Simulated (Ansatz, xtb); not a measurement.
## Ligand exchange: CH6N2 + SiH3F → SiN2H6 + CH3F

Gas-phase species: CH6N2 (methylhydrazine) `CNN`, singlet; SiH3F `F[SiH3]`, singlet; SiN2H6 `NN[SiH3]`, singlet; CH3F (fluoromethane) `CF`, singlet. The partners trade CH3 for SiH3: N–CH3 and F–SiH3 bonds give way to N–SiH3 and F–CH3.

Shapes, held fixed at every level: PBE0-D4/def2-TZVP. Flexible molecules stand in one conformer, not always the lowest. Programs: Ansatz 0.2.0, xtb 6.7.1. The zero-point and thermal change to 298 K, harmonic and unscaled (PBE0-D4/def2-TZVP), is -2.0 kJ/mol.

```
                             level                    kind  ΔH(298 K) (kJ/mol)  less CCSD(T)/CBS estimate
                          GFN0-xTB          semi-empirical               +99.7                      -19.4
                       HF/def2-SVP            Hartree–Fock              +106.9                      -12.2
                 PBE-D4/def2-TZVPP                     GGA              +105.7                      -13.4
B3LYP/6-31G* (spherical functions)           global hybrid              +116.1                       -3.0
                wB97M-V/def2-TZVPP  range-separated hybrid              +112.0                       -7.1
                wB97X-V/def2-TZVPP  range-separated hybrid              +111.3                       -7.8
                   CCSD/def2-TZVPP   coupled cluster or CI              +118.0                       -1.1
              CCSD(T)/CBS estimate   coupled cluster or CI              +119.1                        0.0
```

The highest level, CCSD(T)/CBS estimate, gives ΔH(298 K) = +119.1 kJ/mol; the levels span +99.7 to +119.1. The column of differences is taken from that level and isn't an error. No measured value is set beside it here. The CBS estimate extrapolates MP2 from def2-TZVPP and def2-QZVPP and adds CCSD(T) − MP2 in the triple-zeta set, cores frozen.
